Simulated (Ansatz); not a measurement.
`COC(F)CCl` and `COC(F)F` differ in one atom or group.

Ansatz, PBE0-D4/def2-TZVP geometries, multiplicity 1. Each molecule was computed in one conformer, which needn't be the lowest.

| property | `COC(F)CCl` |
| --- | --- |
| LUMO energy (B3LYP/def2-TZVPP) / eV | 0.43 |
| HOMO–LUMO gap (PBE0/def2-TZVPP) / eV | 9.23 |
| HOMO–LUMO gap (PBE/def2-TZVPP) / eV | 6.51 |
| size of the dipole moment (B3LYP/def2-TZVPP) / D | 1.26 |
| HOMO energy (ωB97M-V/def2-TZVPP) / eV | -10.85 |
| HOMO energy (B3LYP/def2-TZVPP) / eV | -8.24 |

Problem. Give the same properties after the change, and the shifts. (An estimate is asked.)

Solution. Ansatz gave: 
```csv
property,`COC(F)F`,shift
LUMO energy (B3LYP/def2-TZVPP) / eV,0.99,0.56
HOMO–LUMO gap (PBE0/def2-TZVPP) / eV,10.30,1.07
HOMO–LUMO gap (PBE/def2-TZVPP) / eV,7.81,1.30
size of the dipole moment (B3LYP/def2-TZVPP) / D,2.85,1.59
HOMO energy (ωB97M-V/def2-TZVPP) / eV,-11.37,-0.52
HOMO energy (B3LYP/def2-TZVPP) / eV,-8.70,-0.46
```

With PBE0 the HOMO falls by 0.43 eV and the LUMO rises by 0.64 eV, so the gap widens by about 1.07 eV. PBE moves the HOMO by -0.31 eV and ωB97M-V by -0.52 eV. Dipoles are sizes alone; their direction can turn.

B3LYP here is the variant with VWN-RPA as its local correlation; programs differ in this.
